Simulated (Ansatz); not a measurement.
Energy needed to pull apart CH₄B (SMILES B[CH2]), doublet, into free ground-state atoms, from the structure below (displaced at random from a GFN2-xTB minimum); no zero-point or spin–orbit terms; open-shell atoms are treated unrestricted, in their ground-state multiplicity.

```
6
angstrom
B 0.0770 -0.6607 -0.0084
C -0.0496 0.8488 -0.0402
H 1.1269 -1.2157 -0.1411
H -0.8290 -1.3316 0.1062
H 0.6966 1.1130 -0.7016
H -0.8139 1.3412 0.5074
```

Ansatz 0.2.0; basis: def2-TZVPP; cores frozen in the correlated methods; orbitals are unrestricted.

```csv
method,atomization energy (kcal/mol)
PBE-D4,483.7
BLYP-D4,?
r2SCAN-D4,483.4
PBE0-D4,480.8
CAM-B3LYP-D4,?
wB97M-V,479.9
HF,378.8
MP2,466.6
CCSD,461.4
CCSD(T),464.7
```

**Question.** What does CAM-B3LYP-D4 give? (Judge from chemistry; the value comes from the calculation.)

**Answer.** By the calculation: 483.6 kcal/mol, which is about 18.9 kcal/mol more than CCSD(T)/def2-TZVPP.

**Question.** What does BLYP-D4 give? (To be estimated.)

**Answer.** By the calculation: 478.2 kcal/mol, which is about 13.4 kcal/mol more than CCSD(T)/def2-TZVPP.

In triple zeta the MP2 and coupled-cluster atomization energies are still short of their basis limit by a few kcal/mol a bond, whereas those of the functionals are nearly converged, so these differences are not deviations from converged CCSD(T).

T1 diagnostic: at most 0.016. ⟨S²⟩ of the unrestricted Hartree–Fock references: 0.76 (a pure state has 0.75).

For scale, one of the runs: CCSD(T)/def2-TZVPP forces, 118 basis functions (an equivalent command: `ansatz run in.yaml --threads 4`). Time: 24 s of wall clock on 4 CPU threads; the host was shared. Peak host memory: 1.8 GiB.
